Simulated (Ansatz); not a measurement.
A made-up structure of CH$_{4}$NSi, doublet:

```
7
angstrom
N -1.5210 -0.1390 -0.1224
C -0.3128 -0.0428 -0.5191
Si 1.0065 0.5257 0.6663
H -2.1414 -0.4345 -0.8787
H -0.0155 -0.2381 -1.5607
H 0.6350 0.3419 2.0893
H -1.0819 -0.7943 0.5243
```

It is relaxed with PBE-D4/def2-SVP and then PBE0-D4/def2-TZVP (Ansatz 0.2.0). Atoms count as bonded within 1.22 times the sum of their covalent radii (H–H: 0.88 Å). The end point is not checked to be a true minimum.

Problem. Does its bonding change? (A judgement: the text doesn't fix the answer.)

Solution. The calculation gives: No: no bond forms or breaks.

Where it ends: The first stage lowers the energy by 2.16 eV in 9 steps. It ends as CH₄NSi ([NH2][CH][SiH]):
```
7
angstrom
N -1.3399 -0.4142 -0.1475
C -0.1351 0.0231 -0.5191
Si 1.2639 0.5103 0.5940
H -2.0620 -0.6646 -0.8037
H -0.0273 0.0761 -1.6030
H 0.4148 0.1891 1.8425
H -1.5454 -0.5009 0.8358
```

Labels in which every atom is bracketed show which atoms are joined, not bond orders.

For scale, one of the runs: PBE0-D4/def2-TZVP relaxation, 123 basis functions, launched by `ansatz run in.yaml --threads 2 --pin off --events-out ev --progress --plain --max-ram 4352MiB`. Hardware: 2 CPU threads of an Arm Neoverse V2, shared host. Wall time about 25 s.
